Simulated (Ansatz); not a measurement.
C3H9NS (`CCSCN`). The species carries charge 0 and has multiplicity 1. All single points use the PBE0-D4/def2-TZVP geometry. It is one conformer, not always the lowest.

```xyz
14

C    -1.749   -0.742    0.469
C    -0.339   -0.790    1.020
S     0.928   -1.183   -0.208
C     1.004    0.375   -1.111
N     1.394    1.474   -0.257
H    -2.025   -1.693    0.010
H    -2.464   -0.524    1.267
H    -1.855    0.040   -0.287
H    -0.241   -1.571    1.778
H    -0.058    0.158    1.483
H     1.688    0.158   -1.943
H     0.027    0.599   -1.545
H     2.340    1.344    0.081
H     1.350    2.354   -0.756
```

**Question.** What is the dipole moment at B3LYP/def2-TZVPP? (An estimate is asked.)

**Answer.** Computed: 1.65 D, with components (-0.04, 1.57, -0.50) D in this frame, pointing from negative to positive charge.

**Question.** And with PBE, r2SCAN, ωB97M-V? (Best estimate.)

**Answer.** The calculation gave: PBE 1.66 D, r2SCAN 1.73 D, ωB97M-V 1.67 D.

**Question.** Give the Mulliken charges with B3LYP, ωB97M-V, PBE in def2-TZVPP. (Estimate.)

**Answer.** Ansatz gave: 
```json
{"atom": "C1", "B3LYP": "-0.24", "ωB97M-V": "-0.29", "PBE": "-0.24"}
{"atom": "C2", "B3LYP": "-0.09", "ωB97M-V": "-0.20", "PBE": "-0.09"}
{"atom": "S3", "B3LYP": "-0.14", "ωB97M-V": "-0.08", "PBE": "-0.15"}
{"atom": "C4", "B3LYP": "-0.10", "ωB97M-V": "-0.19", "PBE": "-0.11"}
{"atom": "N5", "B3LYP": "-0.32", "ωB97M-V": "-0.28", "PBE": "-0.33"}
{"atom": "H6", "B3LYP": "0.08", "ωB97M-V": "0.10", "PBE": "0.08"}
{"atom": "H7", "B3LYP": "0.08", "ωB97M-V": "0.10", "PBE": "0.08"}
{"atom": "H8", "B3LYP": "0.08", "ωB97M-V": "0.10", "PBE": "0.08"}
{"atom": "H9", "B3LYP": "0.09", "ωB97M-V": "0.12", "PBE": "0.10"}
{"atom": "H10", "B3LYP": "0.09", "ωB97M-V": "0.13", "PBE": "0.09"}
{"atom": "H11", "B3LYP": "0.11", "ωB97M-V": "0.14", "PBE": "0.11"}
{"atom": "H12", "B3LYP": "0.10", "ωB97M-V": "0.14", "PBE": "0.10"}
{"atom": "H13", "B3LYP": "0.13", "ωB97M-V": "0.12", "PBE": "0.15"}
{"atom": "H14", "B3LYP": "0.13", "ωB97M-V": "0.11", "PBE": "0.14"}
```

B3LYP here is the variant with VWN-RPA as its local correlation; programs differ in this.
